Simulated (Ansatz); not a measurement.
A run of Ansatz (development build ahead of 0.2.0) on doublet C2HO at this shape:

```yaml
atoms:
  - { symbol: H, position_ang: [0.0018, 0.0287, 0.0950] }
  - { symbol: C, position_ang: [0.3373, 0.5214, 0.9580] }
  - { symbol: C, position_ang: [1.0371, 0.4728, 2.0451] }
  - { symbol: O, position_ang: [1.7553, 0.5930, 2.9681] }
```

Its results:

| Property | Result |
| --- | --- |
| Converged | yes |
| Total energy | -150.96202 hartree |
| Spin squared of the determinant | 0.839 |
| Stability test | minimum |

Forces (eV/Å):
```csv
atom,Fx,Fy,Fz
H1,-0.402,-0.419,-0.724
C2,1.112,0.277,2.301
C3,0.931,0.425,-0.075
O4,-1.641,-0.284,-1.501
```

**Question.** Which input gives this output? Name the method, the orbitals and the basis set, and write the input.

**Answer.** UHF in def2-SVP.

```yaml
crystal:
  periodic: [false, false, false]
  atoms:
    - { symbol: H, position_ang: [0.00177, 0.02872, 0.09497] }
    - { symbol: C, position_ang: [0.33732, 0.52143, 0.95802] }
    - { symbol: C, position_ang: [1.03706, 0.47278, 2.0451] }
    - { symbol: O, position_ang: [1.75532, 0.59298, 2.96807] }
basis:
  gaussian: { orbitals: def2-SVP }
magnetization:
  spin_polarized: true
  initial_magnetization: 1
hamiltonian:
  xc: hf
output:
  forces: true
```
